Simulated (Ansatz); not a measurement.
# Al2S: the cost of one run

The runs use Ansatz 0.2.0, Gaussian basis; def2-QZVPP, core rule «outside noble gas», up to 15 orbitals frozen.

The runs, in order: UHF; ROHF; CCSD(T) on UHF.

7 further runs of the same task are left out: 1 that didn't finish, 6 set aside as unsound or not needed.

## (1) What is computed

The geometry is a PBE0/def2-TZVP stationary point (not a proven minimum) of the parent state, kept for this charge and spin.

3 atoms, charge 1, spin multiplicity 2.

Atoms are counted from 1 here; the program's logs count them from 0.

Bond lengths: Al1–S2 2.194 Å, S2–Al3 2.166 Å. Angles: Al1–S2–Al3 180.0°.

## (2) UHF

Input file in.yaml:

```yaml
crystal:
  periodic: [false, false, false]
  atoms:
    - {symbol: Al, position_ang: [0.000000, 0.000000, 2.184700]}
    - {symbol: S, position_ang: [0.000000, 0.000000, -0.009600]}
    - {symbol: Al, position_ang: [0.000000, 0.000000, -2.175100]}
basis:
  gaussian: {orbitals: "def2-QZVPP.json"}
total_charge: 1
magnetization: {spin_polarized: true, initial_magnetization: 1}
hamiltonian: {xc: hf}
output: {orbitals: {seedname: orbitals}}
```

The run is started by

```console
$ ansatz run in.yaml --threads 1 --pin off --events-out ev --progress --plain --max-ram 2393MiB
```

Q: Estimate wall time and peak memory on 1 thread of Arm Neoverse V2, shared host.

About 70 s, with a peak of 0.73 GiB.
